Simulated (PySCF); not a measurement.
**BF: one state, many levels of theory**

State: ¹Σ⁺ (singlet), closed shell. Set-up: basis B x2c-SVPall, F x2c-SVPall; spin-free X2C with a Gaussian nucleus; PySCF 2.14. De refers to B + F in their high-spin ground configurations, without counterpoise correction. A positive dipole means B(−)F(+).

| Level | Re (Å) | ωe (cm⁻¹) | De (eV) | μ (D) |
| --- | --- | --- | --- | --- |
| RHF | 1.252 | 1490 | 5.93 | 1.06 |
| RHF-MP2 | 1.269 | 1431 | 7.91 | n/a |
| RHF-SCS-MP2 | 1.269 | 1428 | 7.70 | n/a |
| RHF-CCSD | 1.272 | 1418 | 7.45 | n/a |
| RHF-CCSD(T) | 1.274 | 1408 | 7.56 | n/a |
| PBE | 1.274 | 1371 | 8.23 | 1.27 |
| r²SCAN | 1.267 | 1404 | 7.89 | 1.27 |
| r²SCANh | 1.263 | 1421 | 7.77 | 1.24 |
| B3LYP | 1.263 | 1422 | 7.91 | 1.20 |
| PBE0 | 1.263 | 1427 | 7.85 | 1.20 |
| MN15 | 1.267 | 1445 | 8.33 | 1.16 |

Task: Which functional lies closest to RHF-CCSD(T) in De, which farthest, and by how much do they differ from it?

Result: Closest is r²SCANh (-1.1 pm in Re, +0.9 % in ωe, +0.21 eV in De against RHF-CCSD(T) in the same basis), farthest MN15 (-0.7 pm in Re, +2.6 % in ωe, +0.77 eV in De). CCSD(T) converges more slowly with the basis than the functionals do and binds too weakly in this one, so the order can change at the basis-set limit.

Task: What does a quarter of exact exchange do here, going from PBE to PBE0?

Result: PBE0 less PBE: -1.1 pm in Re, +4.1 % in ωe, -0.38 eV in De. Exact exchange removes part of the self-interaction that spreads semilocal densities, and in most molecules shortens and stiffens the bond and lowers De; so it does here.

Task: What does the step from GGA to meta-GGA do here, going from PBE to r²SCAN?

Result: r²SCAN less PBE: -0.7 pm in Re, +2.4 % in ωe, -0.34 eV in De. 

Correlated steps freeze 2 core orbitals. Correlated levels converge slowly with the basis: in double zeta they bind strong bonds too weakly, by up to about 1 eV, and carry superposition errors of some tenths. Where the molecule has an RHF reference, its open-shell atoms are computed with UHF.
